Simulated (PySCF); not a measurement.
Process, species as SMILES: P#P (P2) + 3 [H][H] (H2) → 2 P (PH3)
B3LYP-D3(BJ)/def2-TZVP geometries, fixed; electronic energies without zero-point terms.

Effect of the SCF energy threshold at HF/aug-cc-pV(T+d)Z with PySCF, against the last row, where the energy of full hydrogenation is -54.92 kcal/mol.

```tsv
setting	SCF cycles, largest species	largest shift of a total energy (mEh)	shift of the energy of full hydrogenation (kcal/mol)
conv_tol: 1e-4	5	0.001	-0.001
conv_tol: 1e-5	6	0.000	0.000
conv_tol: 1e-6	6	0.000	0.000
conv_tol: 1e-7	7	0.000	0.000
conv_tol: 1e-11	10	0.000	0.000
```

Within 0.02 kcal/mol in the energy of full hydrogenation: conv_tol: 1e-4; conv_tol: 1e-5; conv_tol: 1e-6; conv_tol: 1e-7. The largest shift is 0.001 mEh in a total energy and 0.001 kcal/mol in the difference.
